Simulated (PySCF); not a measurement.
Isomers of C6H14.

All values: CAM-B3LYP/def2-SVPD (PySCF) at PBE0-D3(BJ)/def2-SVP geometries, gas phase, one conformer each. Core orbitals are frozen in the response; Δα² is half the sum of the squared differences of the principal polarisabilities. Dipoles and anisotropies that the point group forbids are given as zero.

Question: Rank by polarisability anisotropy Δα, lowest first.
A. `[CH3:1][CH2:2][CH2:3][CH:4]([CH3:5])[CH3:6]` with C1–C2–C3–C4 -176°, C2–C3–C4–C5 174°
B. 2,2-dimethylbutane, `CCC(C)(C)C`
C. `[CH3:1][CH2:2][CH2:3][CH2:4][CH2:5][CH3:6]` with C1–C2–C3–C4 180°, C2–C3–C4–C5 180°, C3–C4–C5–C6 180° (hexane)
D. `[CH3:1][CH:2]([CH3:3])[CH:4]([CH3:5])[CH3:6]` with C1–C2–C4–C5 65° (2,3-dimethylbutane)

Answer: B (1.02 Å³), D (1.25 Å³), A (2.39 Å³), C (3.29 Å³).

All values together:

```tsv
SMILES	μ (D)	HOMO (eV)	LUMO (eV)	α (Å³)	Δα (Å³)	ΔSCF removal energy (eV)
CCCCCC	0.00	-10.23	1.48	11.36	3.29	10.91
CCC(C)(C)C	0.06	-10.10	1.29	11.15	1.02	10.80
CCCC(C)C	0.13	-10.17	1.44	11.27	2.39	10.86
CC(C)C(C)C	0.15	-10.02	1.35	11.12	1.25	10.73
```

Conformers: `[CH3:1][CH2:2][CH2:3][CH2:4][CH2:5][CH3:6]` with C1–C2–C3–C4 180°, C2–C3–C4–C5 180°, C3–C4–C5–C6 180°; `[CH3:1][CH2:2][CH2:3][CH:4]([CH3:5])[CH3:6]` with C1–C2–C3–C4 -176°, C2–C3–C4–C5 174°; `[CH3:1][CH:2]([CH3:3])[CH:4]([CH3:5])[CH3:6]` with C1–C2–C4–C5 65°.
